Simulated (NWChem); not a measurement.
The numbers come from NWChem runs, not from measurements. System: isobutane (C4H10), charge 0, spin multiplicity 1, at a geometry optimised with PBE0/def2-SVP. Level: PBE0/def2-TZVP.

Input file:

```
start mol
memory heap 200 mb stack 900 mb global 1100 mb
geometry units angstroms nocenter noautoz
  C      0.251204    -0.688523     1.258893
  C     -0.359250    -0.080580     0.000000
  C      0.251204    -0.688523    -1.258893
  C     -0.226003     1.439065     0.000000
  H      0.125663    -1.782626     1.281168
  H      1.332875    -0.477418     1.311916
  H     -0.211432    -0.279004     2.170794
  H     -1.438545    -0.322637     0.000000
  H      0.125663    -1.782626    -1.281168
  H      1.332875    -0.477418    -1.311916
  H     -0.211432    -0.279004    -2.170794
  H     -0.697072     1.886090    -0.889698
  H     -0.697072     1.886090     0.889698
  H      0.835542     1.739918     0.000000
  symmetry group Cs
end
basis spherical
  * library def2-tzvp
end
dft
  xc pbe0
  semidirect memsize 60000000 filesize 0
  iterations 100
end
task dft energy
```

Output (cleaned and shortened):

```
             Northwest Computational Chemistry Package (NWChem) 7.3.0
             --------------------------------------------------------

                                NWChem Input Module
                                -------------------

 Scaling coordinates for geometry "geometry" by  1.889725989
 (inverse scale =  0.529177249)

 Turning off AUTOSYM since
 SYMMETRY directive was detected!

                             Geometry "geometry" -> ""
                             -------------------------

 Output coordinates in angstroms (scale by  1.889725989 to convert to a.u.)

  No.       Tag          Charge          X              Y              Z
 ---- ---------------- ---------- -------------- -------------- --------------
    1 C                    6.0000     0.25120400    -0.68852300     1.25889300
    2 C                    6.0000    -0.35925000    -0.08058000     0.00000000
    3 C                    6.0000     0.25120400    -0.68852300    -1.25889300
    4 C                    6.0000    -0.22600300     1.43906500     0.00000000
    5 H                    1.0000     0.12566300    -1.78262600     1.28116800
    6 H                    1.0000     1.33287500    -0.47741800     1.31191600
    7 H                    1.0000    -0.21143200    -0.27900400     2.17079400
    8 H                    1.0000    -1.43854500    -0.32263700     0.00000000
    9 H                    1.0000     0.12566300    -1.78262600    -1.28116800
   10 H                    1.0000     1.33287500    -0.47741800    -1.31191600
   11 H                    1.0000    -0.21143200    -0.27900400    -2.17079400
   12 H                    1.0000    -0.69707200     1.88609000    -0.88969800
   13 H                    1.0000    -0.69707200     1.88609000     0.88969800
   14 H                    1.0000     0.83554200     1.73991800     0.00000000

 Effective nuclear repulsion energy (a.u.)     134.4081839709

            Nuclear Dipole moment (a.u.)
            ----------------------------
        X                 Y               Z
 ---------------- ---------------- ----------------
    -0.0000094486    -0.0000018897    -0.0000000000

      Symmetry information
      --------------------

 Group name             Cs
 Group number              2
 Group order               2
 No. of unique centers     9

      Symmetry unique atoms

     1    2    4    5    6    7    8   12   14


 Summary of "ao basis" -> "" (spherical)
 ------------------------------------------------------------------------------
       Tag                 Description            Shells   Functions and Types
 ---------------- ------------------------------  ------  ---------------------
 *                         def2-tzvp                  on all atoms

                                 NWChem DFT Module
                                 -----------------

 Summary of "ao basis" -> "ao basis" (spherical)
 ------------------------------------------------------------------------------
       Tag                 Description            Shells   Functions and Types
 ---------------- ------------------------------  ------  ---------------------
 C                         def2-tzvp                11       31   5s3p2d1f
 H                         def2-tzvp                 4        6   3s1p

 Summary of "ao basis" -> "ao basis" (spherical)
 ------------------------------------------------------------------------------
       Tag                 Description            Shells   Functions and Types
 ---------------- ------------------------------  ------  ---------------------
[...]
           Coulomb energy =      209.943937185075
    Exchange-Corr. energy =      -25.242706347692
 Nuclear repulsion energy =      134.408183970906

 Numeric. integr. density =       34.000013896300

     Total iterative time =     17.7s

                  Occupations of the irreducible representations
                  ----------------------------------------------

                     irrep           alpha         beta
                     --------     --------     --------
                     a'               11.0         11.0
                     a"                6.0          6.0

                       DFT Final Molecular Orbital Analysis
                       ------------------------------------

 Vector   15  Occ=2.000000D+00  E=-3.383230D-01  Symmetry=a"
              MO Center= -1.0D-01, -3.0D-02,  1.7D-14, r^2= 3.2D+00
   Bfn.  Coefficient  Atom+Function         Bfn.  Coefficient  Atom+Function
  ----- ------------  ---------------      ----- ------------  ---------------
    39      0.242264   2 C  pz                8     -0.213546   1 C  pz
    70     -0.213546   3 C  pz               42      0.197906   2 C  pz
    11     -0.165984   1 C  pz               73     -0.165984   3 C  pz
   101     -0.130187   4 C  pz              138     -0.124528   7 H  s
   162      0.124528  11 H  s               168      0.108158  12 H  s

 Vector   16  Occ=2.000000D+00  E=-3.383120D-01  Symmetry=a'
              MO Center= -1.0D-01, -1.6D-02,  4.9D-16, r^2= 3.2D+00
   Bfn.  Coefficient  Atom+Function         Bfn.  Coefficient  Atom+Function
  ----- ------------  ---------------      ----- ------------  ---------------
    38      0.236376   2 C  py              100     -0.236974   4 C  py
    41      0.193091   2 C  py              103     -0.185715   4 C  py
     7     -0.153394   1 C  py               69     -0.153394   3 C  py
   126      0.134336   5 H  s               150      0.134336   9 H  s
    10     -0.116136   1 C  py               72     -0.116136   3 C  py

 Vector   17  Occ=2.000000D+00  E=-3.282584D-01  Symmetry=a'
              MO Center= -1.3D-01, -2.9D-02,  2.0D-15, r^2= 3.0D+00
   Bfn.  Coefficient  Atom+Function         Bfn.  Coefficient  Atom+Function
  ----- ------------  ---------------      ----- ------------  ---------------
    37      0.236219   2 C  px              144     -0.228287   8 H  s
    40      0.182055   2 C  px              145     -0.165073   8 H  s
   143     -0.147155   8 H  s                 6     -0.131875   1 C  px
    68     -0.131875   3 C  px              132     -0.124800   6 H  s
   156     -0.124800  10 H  s               180     -0.124819  14 H  s

 Vector   18  Occ=0.000000D+00  E= 4.116696D-02  Symmetry=a'
              MO Center= -1.9D-01, -4.4D-02,  2.3D-15, r^2= 8.6D+00
   Bfn.  Coefficient  Atom+Function         Bfn.  Coefficient  Atom+Function
  ----- ------------  ---------------      ----- ------------  ---------------
     5      2.260957   1 C  s                67      2.260957   3 C  s
    98      2.260727   4 C  s               145     -1.073961   8 H  s
   127     -0.973429   5 H  s               139     -0.973339   7 H  s
   151     -0.973429   9 H  s               163     -0.973339  11 H  s
   169     -0.973294  12 H  s               175     -0.973294  13 H  s

 Vector   19  Occ=0.000000D+00  E= 8.720566D-02  Symmetry=a'
              MO Center=  1.2D-01,  2.7D-02, -2.2D-13, r^2= 7.7D+00
   Bfn.  Coefficient  Atom+Function         Bfn.  Coefficient  Atom+Function
  ----- ------------  ---------------      ----- ------------  ---------------
    36      3.852887   2 C  s               145     -2.661577   8 H  s
     5     -1.530538   1 C  s                67     -1.530538   3 C  s
    98     -1.530363   4 C  s                43     -1.137674   2 C  px
   133      1.126904   6 H  s               157      1.126904  10 H  s
   181      1.126807  14 H  s                44     -0.255129   2 C  py

 Vector   20  Occ=0.000000D+00  E= 9.418796D-02  Symmetry=a"
              MO Center=  1.6D-01, -4.5D-01, -4.5D-08, r^2= 9.6D+00
   Bfn.  Coefficient  Atom+Function         Bfn.  Coefficient  Atom+Function
  ----- ------------  ---------------      ----- ------------  ---------------
     5      4.513476   1 C  s                67     -4.513476   3 C  s
   133     -1.570542   6 H  s               157      1.570542  10 H  s
   139     -1.497716   7 H  s               163      1.497716  11 H  s
    45     -1.189977   2 C  pz              127     -1.117056   5 H  s
   151      1.117056   9 H  s               169      0.380767  12 H  s

------------------------------------------------------------
EAF file 0: "./mol.aoints.0" size=524288 bytes
------------------------------------------------------------
               write      read    awrite     aread      wait
               -----      ----    ------     -----      ----
     calls:        1         7         0         0         0
   data(b): 5.24e+05  3.67e+06  0.00e+00  0.00e+00
   time(s): 0.00e+00  0.00e+00  0.00e+00  0.00e+00  0.00e+00
rate(mb/s): 0.00e+00  0.00e+00
------------------------------------------------------------

 center of mass
 --------------
 x =  -0.01604706 y =  -0.00359526 z =   0.00000000

 moments of inertia (a.u.)
 ------------------
         391.249557850609          35.852743349449           0.000000000000
          35.852743349449         239.441675641488           0.000000000000
           0.000000000000           0.000000000000         231.395634991740

     Multipole analysis of the density
     ---------------------------------

     L   x y z        total         alpha         beta         nuclear
     -   - - -        -----         -----         ----         -------
     0   0 0 0     -0.000000    -17.000000    -17.000000     34.000000

     1   1 0 0     -0.051315     -0.025653     -0.025653     -0.000009
     1   0 1 0     -0.011542     -0.005770     -0.005770     -0.000002
     1   0 0 1     -0.000000     -0.000000     -0.000000     -0.000000

     2   2 0 0    -21.049802    -27.043806    -27.043806     33.037811
     2   1 1 0      0.101732     11.063171     11.063171    -22.024610
     2   1 0 1      0.000000      0.000000      0.000000      0.000000
     2   0 2 0    -21.480736    -73.888048    -73.888048    126.295360
     2   0 1 1     -0.000000     -0.000000     -0.000000      0.000000
     2   0 0 2    -21.503109    -76.370910    -76.370910    131.238711

 Task  times  cpu:       18.2s     wall:       18.2s

 Total times  cpu:       18.3s     wall:       18.3s
```
